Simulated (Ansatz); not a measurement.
Energy profile

The step: Si₂H₆ ([SiH3][SiH3]) + HCl → SiH₃Cl ([SiH3][Cl]) + SiH₄; bonds formed: Si1–Cl7, Si2–H6; bonds broken: Si1–Si2, H6–Cl7 (atoms numbered as in the saddle structure below).

Si1  (-0.639, 0.809, -0.645)
Si2  (0.813, -1.071, 0.294)
H3  (-0.117, 0.016, -1.820)
H4  (-2.096, 0.606, -0.673)
H5  (-0.032, 2.142, -0.792)
H6  (-0.148, 0.269, 0.895)
Cl7  (-0.992, 1.476, 1.829)
H8  (1.127, -1.383, 1.710)
H9  (0.051, -2.169, -0.342)
H10  (2.032, -0.697, -0.457)
(Å)

Electronic energies by CCSD(T) at an estimated basis limit (MP2 extrapolated from triple and quadruple zeta, plus CCSD(T) − MP2 in triple zeta), on PBE0-D4/def2-TZVP structures; Si₂H₇Cl, closed shell; no counterpoise correction. Computed with Ansatz 0.2.0 (basis: def2-TZVPP and def2-QZVPP); correlated methods freeze the cores. Extrapolation: Hartree–Fock as exp(−7.88 √X), correlation as X^−2.97.

Problem. Give the profile in kJ/mol, counted from the separated reactants. (An estimate is asked for; the value comes from the calculation.)

Solution. The calculation gives:
```
                                                                                                         point  kJ/mol
separated: Si₂H₆ (linked as [SiH3][SiH3]; Si1, Si2, H3, H4, H5, H8, H9, H10; singlet) + HCl (H6, Cl7; singlet)     0.0
                                                                                               start structure    -5.9
                                                                                                        saddle   159.0
                                                                                                 end structure   -94.5
separated: SiH₃Cl (linked as [SiH3][Cl]; Si1, H3, H4, H5, Cl7; singlet) + SiH₄ (Si2, H6, H8, H9, H10; singlet)   -90.8
```

The T1 diagnostic stays at or below 0.014. The end structure is not quite a true minimum (one mode of 40i cm⁻¹).

For scale, one of the runs: CCSD(T)/def2-TZVPP, 224 basis functions, launched by `ansatz run in.yaml --threads 4 --pin off --events-out ev --progress --plain --max-ram 9574MiB`. The run took 58 s on 4 CPU threads of an Intel Xeon (shared host), with 3.2 GiB of host memory at its peak.
